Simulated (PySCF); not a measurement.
## Working out the ionisation energy of B

B [He] 2s2 2p1 (2P) → B⁺ [He] 2s2 (1S). All numbers are calculated (PySCF 2.14, the non-relativistic Hamiltonian (point nucleus), in dyall-acv3z (15s9p4d2f, 76 functions)). Frozen: nothing; the 5 highest virtual orbitals dropped. Energies in hartree (1 hartree = 27.21139 eV):

| part | B (lower) | B⁺ (upper) |
| --- | --- | --- |
| UHF | -24.533083 | -24.237546 |
| CCSD correlation | -0.112835 | -0.106978 |
| (T) | -0.001763 | -0.000548 |

Task: What does Hartree-Fock give?

Result: (-24.237546) − (-24.533083) = 0.295537 hartree = 8.042 eV.

Task: What do CCSD and CCSD(T) give?

Result: The CCSD correlation energies differ by 0.005857 hartree = 0.159 eV and the triples by 0.001215 hartree = 0.033 eV, so CCSD gives 8.201 eV and CCSD(T) 8.234 eV.

Measured between the centres of the two terms (NIST): 8.297 eV, so CCSD(T) (valence and next inner shell) is off by -0.063 eV.

What remains against the reference includes basis incompleteness and higher excitations.
